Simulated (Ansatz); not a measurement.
**PO (SMILES O=[P]) at U-wB97X/cc-pVTZ**

What is the vertical doublet–quartet gap of PO at U-wB97X/cc-pVTZ? 

Program for the calculation: Ansatz 0.2.0.

35 further runs of the same task are left out: 35 set aside as unsound or not needed.

## (1) The structure to begin with

PO: 2 atoms, total charge 0, spin state doublet. SMILES: `O=[P]`. Geometry: relaxed at PBE0-D4/def2-TZVP.

Bond lengths: O1–P2 1.474 Å.

## (2) The energy at U-wB97X/cc-pVTZ

in.yaml

```yaml
crystal:
  periodic: [false, false, false]
  atoms:
    - symbol: O
      position_ang: [0.000000, -0.000000, -0.009450]
    - symbol: P
      position_ang: [-0.000000, 0.000000, 1.464540]
basis:
  gaussian:
    orbitals: cc-pVTZ
magnetization:
  spin_polarized: true
  initial_magnetization: 1
hamiltonian:
  xc: {name: wB97X}
accuracy: high
output: {orbitals: {seedname: orbitals}}
```

Launch:

```
$ ansatz run in.yaml --threads 1 --pin off --max-ram 3480MiB --events-out events.jsonl --progress --plain --runs-dir runs
```

Log:

```text
Warning: RAYON_NUM_THREADS=1 ignored (pool sized by the plan → 1); use --threads N
Functional definition: wB97X
  name "wB97X"
  parameter omega = 0.3/bohr
  parameter cx = 0.157706
  parameter cx1 = 0.726479
  parameter cx2 = 1.04760
  parameter cx3 = -5.70635
  parameter cx4 = 13.2794
  parameter css1 = -4.33879
  parameter css2 = 18.2308
  parameter css3 = -31.7430
  parameter css4 = 17.2901
  parameter cos1 = 2.37031
  parameter cos2 = -11.3995
  parameter cos3 = 6.58405
  parameter cos4 = -3.78132
  exchange = spin_sum(e_x_unif_sr(omega)*poly(b97_u_x, 1 - cx, cx1, cx2, cx3, cx4)) + cx*exact_x_sr(omega)
      + exact_x_lr(omega)
  correlation = spin_sum(e_c_pw_same_spin*poly(b97_u_same, 1, css1, css2, css3, css4))
      + integral(e_c_pw_opposite_spin*poly(b97_u_opposite, 1, cos1, cos2, cos3, cos4))
886 factors; integrals over basis functions are off by at most 4.0e-9 eV
187 factors; integrals over basis functions are off by at most 1.3e-9 eV
mean field evaluation 1: about -11330.4242 eV, gradient 3.6e1 eV
mean field evaluation 2: about -11320.4705 eV, gradient 6.3e1 eV
mean field evaluation 4: about -11334.8987 eV, gradient 5.8e-1 eV
mean field evaluation 8: about -11334.9635 eV, gradient 7.4e-2 eV
mean field evaluation 16: about -11334.9636 eV, gradient 1.3e-3 eV
mean field -11334.96361980 eV, -416.5522299133 hartree, gradient 6.4e-8 eV, S^2 0.755634; 0 other end points of the search recorded, 0 dependent functions left out
reference -11334.96361855 eV, -416.5522298674 hartree; 12, 11 occupied and 52, 53 virtual orbitals, 886 factors
Total energy: -11334.96361855 eV, -416.5522298674 hartree
```

It took 12 s on 1 thread of Arm Neoverse V2, shared host; peak memory 0.3 GiB.

## (3) The quartet at the same level

in.yaml

```yaml
crystal:
  periodic: [false, false, false]
  atoms:
    - {symbol: O, position_ang: [0.000000, -0.000000, -0.009450]}
    - {symbol: P, position_ang: [-0.000000, 0.000000, 1.464540]}
basis:
  gaussian:
    orbitals: cc-pVTZ
magnetization:
  spin_polarized: true
  initial_magnetization: 3
hamiltonian:
  xc: {name: wB97X}
accuracy: high
output:
  orbitals: {seedname: orbitals}
```

Launch:

```
$ ansatz run in.yaml --threads 1 --pin off --max-ram 3480MiB --events-out events.jsonl --progress --plain --runs-dir runs
```

Log (excerpt; [...] marks lines left out):

```text
Warning: RAYON_NUM_THREADS=1 ignored (pool sized by the plan → 1); use --threads N
[... 2 set-up lines as earlier in the session ...]
[...]
      + exact_x_lr(omega)
[...]
      + integral(e_c_pw_opposite_spin*poly(b97_u_opposite, 1, cos1, cos2, cos3, cos4))
886 factors; integrals over basis functions are off by at most 4.0e-9 eV
187 factors; integrals over basis functions are off by at most 1.3e-9 eV
[...]
mean field -11330.63093905 eV, -416.3930068327 hartree, gradient 6.5e-9 eV, S^2 3.761934; 1 other end points of the search recorded, 0 dependent functions left out
reference -11330.63093828 eV, -416.3930068041 hartree; 13, 10 occupied and 51, 54 virtual orbitals, 886 factors
Total energy: -11330.63093828 eV, -416.3930068041 hartree
```

It took 27 s on 1 thread of Arm Neoverse V2, shared host; peak memory 0.31 GiB.

## (4) Results

At U-wB97X/cc-pVTZ:

| quantity | value |
| --- | --- |
| doublet: total energy | -416.55223 Eh |
| doublet: HOMO energy (highest over α and β) | -8.03 eV |
| doublet: LUMO energy (lowest over α and β) | -0.93 eV |
| doublet: ⟨S²⟩ | 0.756 |
| quartet: total energy | -416.39301 Eh |
| quartet: HOMO energy (highest over α and β) | -8.62 eV |
| quartet: LUMO energy (lowest over α and β) | -5.39 eV |
| quartet: ⟨S²⟩ | 3.762 |
| vertical energy of the quartet above the doublet | 4.333 eV |

What this shows: At this shape the quartet lies 4.33 eV (418 kJ/mol) above the doublet.
